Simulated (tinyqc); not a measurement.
Inside a calculation. Method: UHF in the sto-6g basis, for CH+, spin multiplicity 1. One step of it, computed by the program tinyqc.

Problem. Iteration 4: DIIS coefficients. Solve [B -1; -1 0][c; lambda] = [0; -1] for the coefficients, which sum to one.

B (overlaps of the stored error matrices), lower triangle:
```
               1              2              3
1  3.4272411e-02
2  5.4589228e-03  1.4000806e-03
3  7.4998279e-04  7.0487601e-04  6.7402320e-04
```

Give: DIIS coefficients.

Solution.

DIIS coefficients: 0.280  -2.015  2.736
